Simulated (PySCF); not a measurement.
methanethiol (CH4S), SMILES CS. Geometry optimised at PBE-D3(BJ)/def2-TZVP.

These are PySCF 2.14.0 with PBE-D3(BJ)/def2-TZVP values and carry that method's errors.

Harmonic wavenumbers (cm⁻¹): 237, 693, 779, 939, 1060, 1305, 1422, 1436, 2614, 2987, 3072, 3077. Rotational constants (GHz): 101.6, 12.83, 12.30; symmetry number 1.

### Question
Work out the zero-point energy and the ideal-gas rigid-rotor harmonic-oscillator thermochemistry at 298.15 K and 1 atm.

### Answer
ZPE = ½ Σ hcν = ½ × 19620 cm⁻¹ = 28.05 kcal/mol. H − E(el) = 30.92 kcal/mol. Entropy in cal/(mol K): translation 37.54, rotation 20.53, vibration 2.61, total 60.68. G − E(el) = 12.83 kcal/mol. Cp = 12.37 cal/(mol K).
